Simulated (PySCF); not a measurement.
# Functional dependence of a UV spectrum

Species: C2H7Al.
SMILES: `C[CH2][AlH2]`

Linear-response calculations in the def2-SVPD basis (PySCF; singlets by full response, triplets Tamm–Dancoff, core orbitals frozen in the response; HF means time-dependent Hartree–Fock). 'Strongest' is the level of largest summed f among the singlets computed (10 roots, of which the last may lack a degenerate partner); it can jump between rows when another state enters that window. S1 is the lowest singlet of each run and needn't be the same state throughout; f(S1) is that of one state. The structure is a single PBE0-D3(BJ)/def2-SVP conformer in the gas phase; no vibrational or solvent corrections.

```
functional                               kind  S1 (eV)  f(S1)  strongest (eV)  T1 (eV)  HOMO (eV)  gap (eV)  ionisation energy, ΔSCF (eV)
       LDA                                LDA     4.16  0.001            7.10     3.93      -6.39      4.06                         10.36
       PBE                                GGA     4.29  0.001            7.08     4.01      -6.32      4.23                          9.44
     B3LYP  global hybrid, 20% exact exchange     4.68  0.001            7.58     4.40      -7.36      5.83                          9.69
 BHandHLYP  global hybrid, 50% exact exchange     5.22  0.002            8.30     4.89      -8.73      8.20                          9.76
 CAM-B3LYP             range-separated hybrid     4.95  0.002            8.12     4.64      -8.92      8.55                          9.84
   wB97X-D             range-separated hybrid     5.01  0.002            8.24     4.77      -9.43      9.83                          9.79
   LC-wPBE             range-separated hybrid     5.32  0.003            8.79     4.91     -10.28     11.04                          9.96
        HF                       Hartree–Fock     5.98  0.004            9.49     5.43     -10.56     12.01                   not settled
```

Task: What does PBE0 (global hybrid, 25% exact exchange) give?

Result: S1 (eV) 4.79, f(S1) 0.001, strongest (eV) 7.78, T1 (eV) 4.46, HOMO (eV) -7.56, gap (eV) 6.26, ionisation energy, ΔSCF (eV) 9.67. S1 runs from 4.16 eV (LDA) to 5.98 eV (HF), a spread of 1.82 eV, while the orbital gap spreads over 7.9 eV. Along PBE (0%), B3LYP (20%), PBE0 (25%), BHandHLYP (50%), HF (100%) S1 rises with the share of exact exchange. −ε(HOMO) comes closest to its own ΔSCF ionisation energy with LC-wPBE (+0.31 eV) and misses most with LDA (-3.97 eV). 'Not settled' means that the ion's SCF failed to converge or may have ended in another state than the lowest.
